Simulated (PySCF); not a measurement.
## Isomerisation enthalpies of C3H7Cl

**Experimental background.**

CRC Handbook of Chemistry and Physics lists, for the gas at 298.15 K: enthalpy of formation of `CC(C)Cl` -144.9 kJ/mol; enthalpy of formation of `CCCCl` (1-chloropropane) -131.9 kJ/mol.

The runs below try to reproduce these values; the comparison stands at the end.

Differences of these values give the isomerisation enthalpies. Geometries: PBE0-D3(BJ)/def2-TZVP; runs in PySCF, gas phase, with a dispersion term only where the level names one. Total electronic energies (Eh):

```
 SMILES  PBE0-D3(BJ)/def2-TZVP
CC(C)Cl             -578.50603
  CCCCl             -578.50193
```

Geometry of `CC(C)Cl` (Å):
```
atom  x, y, z in Å
C1    -1.168    0.153   -0.522
C2     0.202    0.523   -0.005
C3     0.919   -0.627    0.663
Cl4    1.208    1.135   -1.372
H5    -1.650    1.002   -1.008
H6    -1.797   -0.174    0.310
H7    -1.098   -0.664   -1.243
H8     0.132    1.371    0.677
H9     0.337   -0.971    1.523
H10    1.908   -0.328    1.011
H11    1.035   -1.462   -0.031
```

Geometry of `CCCCl` (Å):
```
atom  x, y, z in Å
C1    -1.2383   -0.0776    0.4858
C2     0.0105   -0.5388   -0.2489
C3     1.0818    0.5261   -0.2276
Cl4    2.5548    0.0016   -1.0894
H5    -1.0222    0.1526    1.5324
H6    -2.0077   -0.8515    0.4688
H7    -1.6612    0.8205    0.0281
H8     0.4057   -1.4501    0.2082
H9    -0.2271   -0.7858   -1.2870
H10    1.3864    0.7664    0.7913
H11    0.7458    1.4414   -0.7157
```

Zero-point and thermal terms are left out, so the computed numbers are electronic energies.

## Comparison

Relative to `CC(C)Cl`, the lowest by measurement, in kJ/mol (measured: enthalpies at 298.15 K; computed: electronic energies):

```
 SMILES  measured  PBE0-D3(BJ)/def2-TZVP
CC(C)Cl       0.0                    0.0
  CCCCl      13.0                   10.8
```

Measured values: -144.9 kJ/mol (298.15 K; CRC Handbook of Chemistry and Physics) for the first row; the others come from the same table. Unsigned miss: PBE0-D3(BJ)/def2-TZVP 2.2 kJ/mol. One conformer stands for `CCCCl`, not necessarily the lowest, while the measurement averages over conformers. Where a level misses, the cause wasn't examined.
